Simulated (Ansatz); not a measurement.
input.yaml (Ansatz)

```yaml
crystal:
  lattice:
    - [0.0, 1.8509331775, 1.8509331775]
    - [1.8509331775, 0.0, 1.8509331775]
    - [1.8509331775, 1.8509331775, 0.0]
  atoms:
    - { symbol: Cu, position: [0.0, 0.0, 0.0] }
hamiltonian:
  xc: blyp
  pseudopotentials:
    kind: paw
    azcp:
      Cu: "pseudopotentials/Cu.paw.azcp"
basis:
  ecutwfc: 420
  fft_grid_basis: typed
kpoints:
  mp_grid: { grid: [24, 24, 24], shift: [0, 0, 0] }
magnetization:
  spin_polarized: false
scf:
  occupations: { method: fermi_dirac, width: 0.1 }
```

and its output:

```
Engine: ansatz 0.2.0, x86_64-unknown-linux-gnu
Pseudopotentials: kind: paw
Pseudopotential: Cu, paw, valence charge 19, recommended cutoff 420 eV (normal) 
Functional definition: BLYP
  parameter beta = 0.0042
  parameter a = 0.04918
  parameter b = 0.132
  parameter c = 0.2533
  parameter d = 0.349
  exchange = b88_x(beta = beta)
  correlation = lyp_c(a = a, b = b, c = c, d = d)
Crystal: 1 atoms, lattice volume = 12.682 Å³
Basis set: ecut = 420 eV, 259 PW (Γ), exchange–correlation on 36×36×36 points (8 copies of the dense FFT grid, shifted against one another)
Bands: 14, of which v1, the nominal top of the filled ones, is band 10 counted from 1 (9 counted from 0)
Symmetry: 48 space group operations
Space group: Fm-3m (ITA 225), of the structure as read, at distance tolerance 2.3e-5 Å
k-points: 413 of 13824
Non-local potential: Cu, projectors of the file, l = 0: 3, l = 1: 2, l = 2: 3, l = 3: 1
PAW form: soft (Blöchl's): semilocal exchange-correlation on the pseudo side does not see the compensation charge
PAW frozen core: Cu, regenerated for the run's functional, and the local potential with it (the file was generated under x = pbe(κ = 0.804, μ = 0.2195149727645171), c = pbe(β = 0.06672455060314922))
PAW one-centre angular grid: Cu, 590 points (default); XC on 64 Gauss nodes
Initial density: superposition of atomic densities (neutral atoms: chi_scale 0, normalization atom), corrected by the library's trained network
Initial wavefunctions: pseudopotential atomic-orbital guess
Functional: x = b88, c = lyp
SCF iter   1: F=—  HF=-6634.191592 eV  |F-HF|=—  |Δ(HF+E_count)|=         —  Δρ=1.80e-2  dr2=2.98e-2  ethr=1.77e-3  ⟨swp⟩=5.3  Hψ=28808  notcnv=0
SCF iter   2: F=—  HF=-6634.187028 eV  |F-HF|=—  |Δ(HF+E_count)|=   4.56e-3  Δρ=3.14e-3  dr2=9.26e-4  ethr=1.57e-4  ⟨swp⟩=2.0  Hψ=10602  notcnv=0  defer=55
SCF iter   3: F=—  HF=-6634.187071 eV  |F-HF|=—  |Δ(HF+E_count)|=   4.30e-5  Δρ=1.89e-3  dr2=3.70e-4  ethr=4.87e-6  ⟨swp⟩=2.9  Hψ=9731  notcnv=0  defer=55
SCF iter   4: F=—  HF=-6634.187073 eV  |F-HF|=—  |Δ(HF+E_count)|=   2.14e-6  Δρ=1.63e-4  dr2=1.42e-6  ethr=1.95e-6  ⟨swp⟩=1.3  Hψ=6490  notcnv=0  defer=55
SCF iter   5: F=—  HF=-6634.187069 eV  |F-HF|=—  |Δ(HF+E_count)|=   4.70e-6  Δρ=9.62e-6  dr2=3.90e-9  ethr=7.49e-9  ⟨swp⟩=2.2  Hψ=7945  notcnv=0  defer=55
SCF iter   6: F=-6634.187069 eV  HF=-6634.187069 eV  |F-HF|=1.31e-10  |Δ(HF+E_count)|=   8.44e-9  Δρ=9.28e-7  dr2=3.63e-11  ethr=2.05e-11  ⟨swp⟩=1.5  Hψ=16180  notcnv=0
SCF 1 converged in 6 iterations: F = -6634.187069 eV  dr2 = 3.63e-11
SCF converged after 6 iterations
Free energy (F): -6634.187069 eV
Harris-Foulkes:  -6634.187069 eV  (|F-HF|=1.31e-10)
Internal energy: -6634.177907 eV  (E = F + TS)
E sigma→0 (E₀):  -6634.182488 eV
Entropy (-TS):   -0.009162 eV (-9.162 meV/atom)
Fermi energy:    15.773180 eV
--- Per-component energies (eV) ---
  E_band       = -375.388871
  E_kinetic    = 300.073859
  E_local      = -4180.287236  (includes V_loc(G=0)·N_el)
  E_nonlocal   = 385.970062
  E_hartree    = 1842.660057
  E_xc         = -87.872001
  E_vxc        = -113.023712  (∫ρ·V_xc dr)
  E_paw        = -1675.622759  (= ΣΔE_a)
  E_vpaw       = -453.442249  (= ΣTr[D̂ρ^β])
  E_aug_tail   = 0.000217  (compensation charges beyond the density's cutoff)
  E_ewald      = -3219.100575
  E_core_change = 0.000469  (= ΣΔE_core)
  E_smearing   = -0.009162  (= −TS)
  E_closure    = -0.000000  (closes the sum)
  Σ components = -6634.187069   (vs F -6634.187069, Δ=0.00e0)
```
